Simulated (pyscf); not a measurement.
H₃C–C•=CH–NH₂ -> H₃C–CH•–CH=NH, a hydrogen shift (doublet surface; H–N broken, C–H formed). Structures and frequencies: ωB97X-D3(BJ)/def2-SVP in PySCF. Energies in kcal/mol from the reactant's lowest minimum found.

Small-basis levels: PySCF, no dispersion term, spherical d functions. Open shells are spin-unrestricted. 

**Question.** Quick HF/3-21G single points give ΔE‡ = 58.2 kcal/mol and ΔE = -23.3 kcal/mol. What does ωB97M-D3(BJ)/def2-TZVP give, and how far is the quick result from it?

**Answer.** ωB97M-D3(BJ)/def2-TZVP gives ΔE‡ = 39.8 kcal/mol and ΔE = -23.9 kcal/mol. HF/3-21G lies 18.4 kcal/mol over it in the barrier and 0.7 kcal/mol over it in the reaction energy, so on this step it does not hold to within 3.0 kcal/mol. ωB97M-D3(BJ)/def2-TZVP has limits of its own. From the product side, H₂C=CH–CH=NH + H• lies, by one bond made or cut, 13.2 kcal/mol under this saddle at ωB97M-D3(BJ)/def2-TZVP. H₃C–C•=CH–NH₂ lies 27.7 kcal/mol over its isomer H₃C–C(CH₃)=N• (electronic energy, ωB97M-D3(BJ)/def2-TZVP). One saddle was located; it need not be the lowest between these sides.
